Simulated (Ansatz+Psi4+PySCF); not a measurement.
doublet H2F2(+) in separate pieces: levels of theory in one basis

```xyz
4

F     0.0934    0.0000   -2.0000
H    -0.8405    0.0000   -2.0000
F    -0.0934    0.0000    2.0000
H     0.8405    0.0000    2.0000
```

Basis set: cc-pVTZ (spherical functions). Correlated methods keep 2 orbitals frozen. Correlation on ROHF uses semicanonical orbitals with singles. Charge 1, multiplicity 2.

Computed with Ansatz (development build ahead of 0.2.0); each method stands on the lowest determinant of its kind that the runs found.

```json
{"method": "ROHF", "E − E(ROHF) (eV)": "0.00", "<S²> of the determinant": "0.75"}
{"method": "UHF", "E − E(ROHF) (eV)": "-0.14", "<S²> of the determinant": "0.75"}
{"method": "ROHF-MP2", "E − E(ROHF) (eV)": "-13.07", "<S²> of the determinant": "–"}
{"method": "UHF-MP2", "E − E(ROHF) (eV)": "-13.06", "<S²> of the determinant": "0.75"}
```

(1) Is a single determinant a sound starting point here?

Results:

(1) Only with care. Unrestricted orbitals gain 0.14 eV and <S²> is 0.75 against 0.75 for a pure state, but several determinants compete.

Caution: the charge can sit on one fragment and break the point group; the determinant breaks the point group. Caution for ROHF-MP2, UHF-MP2: MP2 on this radical cation hangs on the determinant chosen; another reference gives a lower total.
